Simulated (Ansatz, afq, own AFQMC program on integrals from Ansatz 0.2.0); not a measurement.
## Te⁺, quartet in def2-SVP, levels against full CI

A free Te cation.

Basis def2-SVP with its core potentials. Only valence electrons are correlated. Integrals, coupled cluster, full CI and functionals: Ansatz 0.2.0; the random walks run on the same integrals in our own AFQMC program. The CISD trial takes its coefficients from CCSD amplitudes. Released means that phaseless walkers are propagated on without the constraint, phases kept. Free AFQMC starts from the CCSD state and is never constrained. Its projection time is finite, and what remains of the start isn't in its error. Error bars are statistical, one sigma. No spin–orbit coupling.

Determinant: UHF, the one that the program's search chose, which needn't be the lowest solution.

Full CI on the same integrals is exact in this basis and with this determinant's frozen core.

Cautions: no spin-orbit coupling; inner d shell frozen.

```
T1 diagnostic                               : 0.0024
weight of the determinant in the CISD state : 0.957
⟨S²⟩ of the determinant                     : 3.751
size of the correlated space                : 5 electrons in 17 orbitals
```

Reference: full CI, correlation energy -1.624 eV. The released energy is read at 2.40 1/Eh (meV from the phaseless value at times in 1/Eh: -0.1 ± 0.3 at 0.24, -0.52 ± 0.22 at 0.51, -0.45 ± 0.14 at 0.99, -0.37 ± 0.17 at 1.62, -0.42 ± 0.18 at 2.40).

```
         level  E − E(reference) (meV)  share of correlation (%)
            HF                  1623.6                      0.00
           MP2                   366.7                     77.41
          CCSD                    20.0                     98.77
       CCSD(T)                     5.4                     99.67
         CCSDT                     1.6                     99.90
      CCSDT(Q)                     0.4                     99.98
        CCSDTQ                     0.0                    100.00
   ph-AFQMC/HF              11.0 ± 9.8                     99.32
 ph-AFQMC/CISD               0.3 ± 0.3                     99.98
released AFQMC              -0.1 ± 0.2                    100.00
    free AFQMC               0.1 ± 0.1                     99.99
```

CCSDT and higher add their correlation energy to the determinant of the CCSD(T) run, since their own runs factorise the integrals more tightly (a shift of under 2 meV). Free projections are given only where their last times agree within the noise and don't stop above the reference; a slow remainder of the start can still hide under it. A walk keeps the symmetry of its determinant, which the program's search chose and which needn't be the lowest solution, so a lower state of the same spin and another symmetry isn't excluded. Released energies are given only where the last usable release times agree within the noise; a slower fall can still hide under it.
